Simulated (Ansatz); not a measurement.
# Cohesive energy of fcc Ca: levels of theory against measurement

Reference value: 1.86 eV/atom (measured, finite-temperature (and zero-point) corrections as in the cited sets; as tabulated in Jana et al. (2018), arXiv:1807.00350).

Question: Which of these levels comes closest to the reference?
A. rVV10 (Ansatz, a quantum-chemistry and plane-wave program)
B. B3LYP (VWN-RPA form) (Ansatz)
C. r²SCAN (Ansatz)
D. PBE (Ansatz)

Answer: D, PBE (Ansatz)

```tsv
level (code)	value (eV/atom)	cell (Å³/atom)	error (eV/atom)
PBE (Ansatz)	1.91	42.20	+0.05
rVV10 (Ansatz)	1.99	40.64	+0.13
r²SCAN (Ansatz)	2.08	43.15	+0.22
B3LYP (VWN-RPA form) (Ansatz)	1.16	43.19	-0.70
```

Of the ranked levels PBE (+0.05 eV/atom) comes nearest. Among them B3LYP (VWN-RPA form) (-0.70 eV/atom) misses by most. Within 0.5 eV/atom: PBE, rVV10, r²SCAN.

Free atoms are spin-polarised, in the lowest state found; at levels without +SOC their spin–orbit coupling is left out.  Each level is taken at its own relaxed cell. Cutoffs and k meshes differ between the levels. Ansatz's density-functional and Hartree–Fock values are scalar-relativistic unless marked +SOC, with PAW data made under PBE.

Differences are worked out from the printed values.
